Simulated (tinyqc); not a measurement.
Inside a calculation. Method: MP2 on RHF in the sto-3g basis, frozen core, for CH3+, spin multiplicity 1. One step of it, computed by the program tinyqc.

Task: Second-order Moller-Plesset energy. E2 = sum_ijab (ia|jb) [2 (ia|jb) - (ib|ja)] / (e_i + e_j - e_a - e_b) over occupied i, j and virtual a, b; the opposite-spin part is (ia|jb)^2 / denominator, the rest is same-spin, and SCS-MP2 scales them by 6/5 and 1/3.

orbital energies (hartree): MO1 -11.601219, MO2 -1.288577, MO3 -0.967605, MO4 -0.967586, MO5 -0.249496, MO6 0.251700, MO7 0.320298, MO8 0.320394

Two-electron integrals over orbitals (pq|rs), unique and non-zero (hartree); the lowest 1 orbital is frozen and left out:
```
(22|22) 0.528080    (32|22) 0.000090    (32|32) 0.121844    (33|22) 0.513203
(33|32) 0.043785    (33|33) 0.551644    (42|42) 0.121793    (43|42) -0.043855
(43|43) 0.041136    (44|22) 0.513128    (44|32) -0.043828   (44|33) 0.469483
(44|44) 0.551657    (52|22) -0.004470   (52|32) 5.73e-07    (52|33) 0.000097
(52|44) 0.000095    (52|52) 0.099496    (53|22) -3.35e-06   (53|32) -0.001189
(53|33) -0.002769   (53|44) 0.002763    (53|52) -0.000024   (53|53) 0.025320
(54|42) -0.001192   (54|43) 0.002768    (54|54) 0.025319    (55|22) 0.555255
(55|32) -2.73e-06   (55|33) 0.516257    (55|44) 0.516234    (55|52) 0.030178
(55|53) -0.000017   (55|55) 0.673012    (62|22) 0.081575    (62|32) -0.000075
(62|33) 0.058215    (62|44) 0.058076    (62|52) -0.005344   (62|53) -0.000025
(62|55) 0.127381    (62|62) 0.072832    (63|22) -0.000363   (63|32) -0.025058
(63|33) -0.030763   (63|44) 0.030229    (63|52) -0.000047   (63|53) 0.003753
(63|55) -0.000501   (63|62) -0.000426   (63|63) 0.054640    (64|42) -0.025403
(64|43) 0.030613    (64|54) 0.003778    (64|64) 0.055041    (65|22) -0.017915
(65|32) -0.000057   (65|33) -0.009305   (65|44) -0.009256   (65|52) 0.066645
(65|53) -0.000086   (65|55) -0.007094   (65|62) -0.019919   (65|63) 0.000055
(65|65) 0.054052    (66|22) 0.473333    (66|32) -0.000764   (66|33) 0.470811
(66|44) 0.471519    (66|52) -0.022622   (66|53) 0.000046    (66|55) 0.477762
(66|62) 0.037635    (66|63) 0.000227    (66|65) -0.021835   (66|66) 0.471592
(72|42) 0.016096    (72|43) 0.020450    (72|54) 0.007038    (72|64) 0.042476
(72|72) 0.048021    (73|42) 0.048774    (73|43) -0.013996   (73|54) -0.002874
(73|64) -0.027088   (73|72) -0.005621   (73|73) 0.037057    (74|22) 0.086364
(74|32) 0.048777    (74|33) 0.082240    (74|44) 0.054301    (74|52) 0.013355
(74|53) -0.002876   (74|55) 0.124798    (74|62) 0.072765    (74|63) -0.027151
(74|65) -0.006655   (74|66) 0.031766    (74|74) 0.118809    (75|42) 0.015891
(75|43) -0.006098   (75|54) 0.017946    (75|64) -0.005974   (75|72) 0.002210
(75|73) 0.007036    (75|75) 0.020347    (76|42) 0.107426    (76|43) -0.049441
(76|54) -0.005433   (76|64) -0.049290   (76|72) -0.010386   (76|73) 0.056703
(76|75) 0.014619    (76|76) 0.123979    (77|22) 0.498390    (77|32) -0.031356
(77|33) 0.463747    (77|44) 0.533437    (77|52) 0.002407    (77|53) 0.004795
(77|55) 0.504816    (77|62) 0.051178    (77|63) 0.040981    (77|65) -0.005280
(77|66) 0.477771    (77|74) 0.042213    (77|77) 0.546571    (82|22) 0.000334
(82|32) 0.016044    (82|33) -0.020253   (82|44) 0.020706    (82|52) -0.000011
(82|53) 0.007039    (82|55) 0.000504    (82|62) 0.000125    (82|63) 0.042451
(82|65) -0.000079   (82|66) 0.000230    (82|74) -0.005342   (82|77) 0.030674
(82|82) 0.048031    (83|22) 0.086268    (83|32) -0.048911   (83|33) 0.054199
(83|44) 0.082339    (83|52) 0.013355    (83|53) 0.002873    (83|55) 0.124769
(83|62) 0.072735    (83|63) 0.026679    (83|65) -0.006600   (83|66) 0.032570
(83|74) 0.048453    (83|77) 0.076814    (83|82) 0.006053    (83|83) 0.119003
(84|42) 0.048702    (84|43) -0.013886   (84|54) -0.002857   (84|64) -0.026891
(84|72) -0.005452   (84|73) 0.033107    (84|75) 0.007017    (84|76) 0.056534
(84|84) 0.036868    (85|22) -0.000050   (85|32) 0.015891    (85|33) 0.006050
(85|44) -0.006120   (85|52) 0.000255    (85|53) 0.017945    (85|55) -0.000016
(85|62) -0.000079   (85|63) -0.005918   (85|65) 0.000127    (85|66) -0.000184
(85|74) 0.007014    (85|77) -0.004779   (85|82) 0.002206    (85|83) -0.007080
(85|85) 0.020345    (86|22) 0.000008    (86|32) 0.107216    (86|33) 0.049013
(86|44) -0.049223   (86|52) -0.000088   (86|53) -0.005392   (86|55) -0.000064
(86|62) -0.000015   (86|63) -0.048562   (86|65) -0.000117   (86|66) -0.000901
(86|74) 0.056482    (86|77) -0.049416   (86|82) -0.010204   (86|83) -0.056842
(86|85) 0.014578    (86|86) 0.123230    (87|42) -0.030961   (87|43) 0.034691
(87|54) 0.004783    (87|64) 0.041172    (87|72) 0.030416    (87|73) -0.017046
(87|75) -0.004712   (87|76) -0.049207   (87|84) -0.016890   (87|87) 0.042017
(88|22) 0.498452    (88|32) 0.032158    (88|33) 0.533809    (88|44) 0.463379
(88|52) 0.002406    (88|53) -0.004841   (88|55) 0.504837    (88|62) 0.051380
(88|63) -0.041807   (88|65) -0.005321   (88|66) 0.477048    (88|74) 0.077114
(88|77) 0.461482    (88|82) -0.030336   (88|83) 0.041642    (88|85) 0.004852
(88|86) 0.050157    (88|88) 0.547319
```

Hartree-Fock energy = -38.77164170 hartree

Give: Terms; Pair energies; MP2 correlation energy; SCS-MP2 correlation energy; MP2 total energy.

Result:

Terms (the 40 largest of 74):

| i | j | a | b | (ia\|jb) | (ib\|ja) | denominator | term |
|---|---|---|---|---|---|---|---|
| 3 | 3 | 8 | 8 | 0.1190 | 0.1190 | -2.5760 | -0.0055 |
| 4 | 4 | 7 | 7 | 0.1188 | 0.1188 | -2.5758 | -0.0055 |
| 2 | 2 | 5 | 5 | 0.0995 | 0.0995 | -2.0782 | -0.0048 |
| 2 | 4 | 6 | 7 | 0.0728 | 0.0425 | -2.8282 | -0.0027 |
| 4 | 2 | 7 | 6 | 0.0728 | 0.0425 | -2.8282 | -0.0027 |
| 3 | 2 | 8 | 6 | 0.0727 | 0.0425 | -2.8283 | -0.0026 |
| 2 | 3 | 6 | 8 | 0.0727 | 0.0425 | -2.8283 | -0.0026 |
| 2 | 2 | 6 | 6 | 0.0728 | 0.0728 | -3.0806 | -0.0017 |
| 4 | 4 | 6 | 6 | 0.0550 | 0.0550 | -2.4386 | -0.0012 |
| 3 | 3 | 6 | 6 | 0.0546 | 0.0546 | -2.4386 | -0.0012 |
| 4 | 3 | 7 | 8 | 0.0485 | 0.0331 | -2.5759 | -0.0012 |
| 3 | 4 | 8 | 7 | 0.0485 | 0.0331 | -2.5759 | -0.0012 |
| 2 | 2 | 8 | 8 | 0.0480 | 0.0480 | -3.2179 | -0.0007 |
| 2 | 2 | 7 | 7 | 0.0480 | 0.0480 | -3.2177 | -0.0007 |
| 3 | 3 | 7 | 7 | 0.0371 | 0.0371 | -2.5758 | -0.0005 |
| 4 | 4 | 8 | 8 | 0.0369 | 0.0369 | -2.5760 | -0.0005 |
| 3 | 3 | 5 | 5 | 0.0253 | 0.0253 | -1.4362 | -4.46e-04 |
| 4 | 4 | 5 | 5 | 0.0253 | 0.0253 | -1.4362 | -4.46e-04 |
| 4 | 3 | 7 | 6 | -0.0272 | -0.0271 | -2.5072 | -2.95e-04 |
| 3 | 4 | 6 | 7 | -0.0272 | -0.0271 | -2.5072 | -2.95e-04 |
| 3 | 4 | 7 | 6 | -0.0271 | -0.0272 | -2.5072 | -2.92e-04 |
| 4 | 3 | 6 | 7 | -0.0271 | -0.0272 | -2.5072 | -2.92e-04 |
| 4 | 4 | 8 | 6 | -0.0269 | -0.0269 | -2.5073 | -2.88e-04 |
| 4 | 4 | 6 | 8 | -0.0269 | -0.0269 | -2.5073 | -2.88e-04 |
| 3 | 3 | 6 | 8 | 0.0267 | 0.0267 | -2.5073 | -2.84e-04 |
| 3 | 3 | 8 | 6 | 0.0267 | 0.0267 | -2.5073 | -2.84e-04 |
| 3 | 4 | 7 | 8 | 0.0331 | 0.0485 | -2.5759 | -2.28e-04 |
| 4 | 3 | 8 | 7 | 0.0331 | 0.0485 | -2.5759 | -2.28e-04 |
| 4 | 2 | 6 | 7 | 0.0425 | 0.0728 | -2.8282 | -1.83e-04 |
| 2 | 4 | 7 | 6 | 0.0425 | 0.0728 | -2.8282 | -1.83e-04 |
| 2 | 3 | 8 | 6 | 0.0425 | 0.0727 | -2.8283 | -1.83e-04 |
| 3 | 2 | 6 | 8 | 0.0425 | 0.0727 | -2.8283 | -1.83e-04 |
| 2 | 4 | 5 | 7 | 0.0134 | 0.0070 | -2.3270 | -1.13e-04 |
| 4 | 2 | 7 | 5 | 0.0134 | 0.0070 | -2.3270 | -1.13e-04 |
| 3 | 2 | 8 | 5 | 0.0134 | 0.0070 | -2.3271 | -1.13e-04 |
| 2 | 3 | 5 | 8 | 0.0134 | 0.0070 | -2.3271 | -1.13e-04 |
| 2 | 3 | 8 | 8 | 0.0061 | 0.0061 | -2.8970 | -1.26e-05 |
| 3 | 2 | 8 | 8 | 0.0061 | 0.0061 | -2.8970 | -1.26e-05 |
| 2 | 2 | 6 | 5 | -0.0053 | -0.0053 | -2.5794 | -1.11e-05 |
| 2 | 2 | 5 | 6 | -0.0053 | -0.0053 | -2.5794 | -1.11e-05 |

Pair energies (hartree; pair i-j sums ij and ji):

| pair | opposite spin | same spin |
|---|---|---|
| 2-2 | -0.0079 | 0 |
| 3-2 | -0.0053 | -0.0007 |
| 3-3 | -0.0083 | 0 |
| 4-2 | -0.0053 | -0.0007 |
| 4-3 | -0.0039 | -1.83e-04 |
| 4-4 | -0.0083 | 0 |

MP2 correlation energy = -0.040456 hartree

SCS-MP2 correlation energy = -0.047205 hartree

MP2 total energy = -38.812098 hartree
